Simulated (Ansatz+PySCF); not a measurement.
The numbers below are computed, except where a source is named.
Input for PySCF 2.14.0:

```python
from pyscf import gto, scf

mol = gto.M(atom="""
F 0.000000 0.000000 -0.633170
F 0.000000 0.000000 0.633170
""", basis='def2-svp', charge=0, spin=0)
mf = scf.UHF(mol)
mf.kernel()
print(mf.converged, mf.e_tot, mf.spin_square()[0])
```

The script is written out from the run's settings.

Results

- Converged: yes
- Total energy: -198.50672 hartree
- Spin squared of the determinant: 0.000
- Cycles: 8
